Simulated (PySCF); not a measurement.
Species: 1,2,3-trifluoropropane, C3H5F3.
Bonds: F1–C2, C2–C3, C3–F4, C3–C5, C5–F6. Hydrogens: H7, H8 on C2; H9 on C3; H10, H11 on C5.

Computed, not measured: PBE0-D3(BJ)/def2-SVP geometry optimisation, gas phase in PySCF.

Q: List the bond lengths, angles and torsions at this level.

A: 
| bond | length (pm) |
| --- | --- |
| F1–C2, C5–F6 | 137.0 |
| C2–C3 | 150.6 |
| C3–F4 | 137.5 |
| C3–C5 | 151.6 |
| C2–H7, C5–H10 | 110.2 |
| C2–H8, C5–H11 | 110.2 |
| C3–H9 | 110.6 |

Bonds in one row agree within 1 pm and their mean is given. A selection of angles:
| angle | degrees |
| --- | --- |
| F1–C2–C3 | 110.8 |
| F1–C2–H7 | 109.2 |
| F1–C2–H8 | 109.0 |
| C3–C2–H7 | 109.0 |
| C3–C2–H8 | 109.5 |
| H7–C2–H8 | 109.4 |
| C2–C3–F4 | 110.2 |
| C2–C3–C5 | 113.2 |
| C2–C3–H9 | 108.0 |
| F4–C3–C5 | 107.2 |
| F4–C3–H9 | 108.7 |
| C5–C3–H9 | 109.5 |
| C3–C5–F6 | 109.0 |

Dihedral angles: F1–C2–C3–F4 67° (synclinal); C2–C3–C5–F6 -63° (synclinal). The mirror-image conformer, all signs reversed, is as good.

Of the pairs four or more bonds apart, F1···H11 is among the closest relative to their van der Waals radii: 2.51 Å, 94 % of the sum of Bondi's values.

Point group: C1 (no symmetry element, even within 0.4 Å). Not checked by PBE0-D3(BJ)/def2-SVP frequencies. One conformer, not necessarily the lowest.
